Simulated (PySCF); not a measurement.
## Diatomics with 22 electrons

PBE in PySCF with def2-TZVPP on every atom, for the lowest determinant that a PBE0 search found; no spin–orbit coupling. All have 22 electrons, 10 of them in the valence shells, and the same state, a singlet (closed shell). For ions De leads to the atom and ion picked by measured ionisation energies and electron affinities.

| species | difference of nuclear charges | Re (Å) | ωe (cm⁻¹) | k (mdyn/Å) | De (eV) | dissociates to | Mayer bond order |
| --- | --- | --- | --- | --- | --- | --- | --- |
| AlF | 4 | 1.684 | 747 | 3.67 | 7.05 | Al + F | 1.10 |
| SiO | 6 | 1.529 | 1197 | 8.58 | 8.49 | Si + O | 2.29 |
| PN | 8 | 1.500 | 1340 | 10.2 | 6.75 | P + N | 2.89 |
| BCl | 12 | 1.732 | 810 | 3.24 | 5.53 | B + Cl | 1.47 |

Question: Which member of the whole set has the stiffest bond, and how does it compare with the softest?

Answer: PN with k = 10.2 mdyn/Å, 3.1 times that of BCl.
